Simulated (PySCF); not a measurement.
Gas-phase reaction: 5 Al(CH3)3 ⇌ 3 AlCH3 + 3 C4H10 (isobutane) + 2 AlH3

Computed with PySCF and rigid-rotor harmonic-oscillator thermochemistry at 1 bar. † marks an energy on the PBE0/def2-TZVP geometry and frequencies; other levels use their own. All species are closed-shell singlets. AlCH3, AlH3: computed as isolated molecules; such fragments, hydroxides, amides, oligomers or adducts are transient or little studied in the gas.

M06-2X/def2-TZVP† gives ΔH°(298 K) = 737 kJ.

Question: What do BLYP/def2-TZVP†, PBE0/def2-TZVP, ωB97X-V/def2-TZVP† give?

Answer: BLYP/def2-TZVP†: 665 kJ; PBE0/def2-TZVP: 708 kJ; ωB97X-V/def2-TZVP†: 706 kJ. For scale, ΔH°(298 K) is 737 kJ at this level, 701 kJ at ωB97M-V/def2-TZVP†, and runs from 501 to 785 kJ over the 17 levels computed.
